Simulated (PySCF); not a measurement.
# Gas-phase XPS of difluorosilane, computed

Compound: difluorosilane, F₂H₂Si.
Bonds: F1–Si2, Si2–F3. Hydrogens: H4, H5 on Si2.

Method: delta-SCF UKS SCAN, pcX-2 on the ionised atom, pcseg-1 elsewhere, spin-free X2C (PySCF). Vertical ΔSCF values, vacuum level as zero.

Question: Give the core binding energies atom by atom.

Answer: 
```tsv
atom(s)	environment	level	binding energy (eV)	2p1/2 (eV)	count
Si2	fluorine-bound silicon	Si 2p3/2	109.61	110.24	1
F1/F3	silicon-bound fluorine	F 1s	693.17	–	2
Si2	fluorine-bound silicon	Si 1s	1849.77	–	1
```

Question: Which effective nuclear charge Zeff reproduces each element's mean 1s value in the hydrogen-like formula E = 13.606 eV × Zeff²?

Answer: F (Z = 9): mean 693.2 eV, Zeff = 7.14, Z − Zeff = 1.86; Si (Z = 14): mean 1849.8 eV, Zeff = 11.66, Z − Zeff = 2.34. Means run over the listed sites, weighted by atom count.

Atoms equivalent by their bonding share one computed value, that of the first of them. Spin–orbit and ligand-field terms were added within each 2p shell after the spin-free SCF. 2p1/2 minus 2p3/2 (ligand field included): Si 0.63 eV. Geometry: PBE0-D3(BJ)/def2-SVP; no solvent, vibrations or thermal averaging.
